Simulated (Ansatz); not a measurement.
Input file:

```yaml
crystal:
  periodic: [false, false, false]
  atoms:
    - {symbol: Si, position_ang: [0.000000, -0.071477, 0.000000]}
    - {symbol: H, position_ang: [0.000000, 0.995827, -1.090012]}
    - {symbol: H, position_ang: [0.000000, 0.995827, 1.090012]}
basis:
  gaussian: {orbitals: cc-pVDZ}
total_charge: 1
magnetization: {spin_polarized: false, initial_magnetization: 1}
correlation: {method: ccsdtq, electrons: outside_noble_gas}
```

```sh
$ ansatz run in.yaml --threads 1 --pin off --events-out ev --progress --plain --max-ram 2393MiB
```

Log:

```
514 factors; integrals over basis functions are off by at most 1.9e-7 eV
mean field evaluation 1: about -7882.7617 eV, gradient 7.6e0 eV
mean field evaluation 2: about -7882.7631 eV, gradient 7.6e0 eV
mean field evaluation 4: about -7883.3009 eV, gradient 7.2e-1 eV
mean field evaluation 8: about -7883.3108 eV, gradient 8.6e-4 eV
mean field evaluation 16: about -7883.3108 eV, gradient 3.3e-6 eV
mean field evaluation 32: about -7880.0028 eV, gradient 3.1e-4 eV
mean field -7883.31078055 eV, -289.7063276852 hartree, gradient 3.3e-6 eV, S^2 0.750000; 2 other end points of the search recorded, 0 dependent functions left out
determinant -7883.31078055 eV, -289.7063276852 hartree, with singles and doubles -7885.67997099 eV, -289.7933938280 hartree
determinant -7880.19023628 eV, -289.5916497984 hartree, with singles and doubles -7883.13331086 eV, -289.6998057945 hartree
determinant -7880.00278979 eV, -289.5847612672 hartree, with singles and doubles -7882.90753043 eV, -289.6915085167 hartree
5 core orbitals not correlated: weight in the atoms' cores, before any rotation towards them, 1.000 or more for the frozen orbitals, at most 0.000 for the correlated occupied ones
reference -7883.31078055 eV, -289.7063276852 hartree; 3, 2 occupied and 20, 21 virtual orbitals, 514 factors
second order -1.73547241 eV of doubles, -0.03008578 eV of singles
cycle   1  -2.17107870 eV  change   -4.0e-1 eV  update   5.6e-2
cycle   2  -2.40547489 eV  change   -2.3e-1 eV  update   2.7e-2
cycle   3  -2.42602680 eV  change   -2.1e-2 eV  update   9.9e-3
cycle   4  -2.43332681 eV  change   -7.3e-3 eV  update   3.8e-3
cycle   5  -2.43248500 eV  change    8.4e-4 eV  update   1.5e-3
cycle   6  -2.43242733 eV  change    5.8e-5 eV  update   4.8e-4
cycle   7  -2.43268890 eV  change   -2.6e-4 eV  update   1.9e-4
cycle   8  -2.43262540 eV  change    6.4e-5 eV  update   8.6e-5
cycle   9  -2.43259009 eV  change    3.5e-5 eV  update   3.4e-5
cycle  10  -2.43261097 eV  change   -2.1e-5 eV  update   1.2e-5
cycle  11  -2.43261085 eV  change    1.3e-7 eV  update   4.1e-6
cycle  12  -2.43260965 eV  change    1.2e-6 eV  update   1.5e-6
cycle  13  -2.43260874 eV  change    9.1e-7 eV  update   3.9e-7
cycle  14  -2.43260900 eV  change   -2.6e-7 eV  update   1.5e-7
Total energy: -7885.74338955 eV, -289.7957244171 hartree
```

For the same geometry and basis full CI lies 0.0 meV higher.

Ran on 1 thread of Arm Neoverse V1, shared host: 9 s wall, 0.17 GiB peak host memory.
